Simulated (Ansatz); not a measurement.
Mulliken charges of CH₃O, SMILES `C[O]` radical from B3LYP/def2-TZVPP in Ansatz (PBE0-D4/def2-TZVP geometry).

```
atom   x (Å)   y (Å)   z (Å)  charge (e)
  C1   0.000   0.052   0.014      -0.066
  O2   0.981  -0.843  -0.254      -0.249
  H3  -0.949  -0.508  -0.108       0.124
  H4  -0.042   0.884  -0.704       0.095
  H5   0.010   0.415   1.052       0.095
```

By hand: the dipole of these point charges (1 e Å = 4.8032 D).

Σ q r = (-0.365, 0.267, 0.082) e Å, of length 0.460 e Å = 2.21 D.

How does the dipole of the full density compare? (Estimate.)

Computed: (-0.340, 0.248, 0.076) e Å, 2.05 D; the point charges give 1.08 times that, at 0° from its direction.

Point charges leave out the atoms' own dipoles, such as those of lone pairs, and Mulliken's split depends on the basis, so the close match here is no proof of good charges.

B3LYP here is the variant with VWN-RPA as its local correlation; programs differ in this.
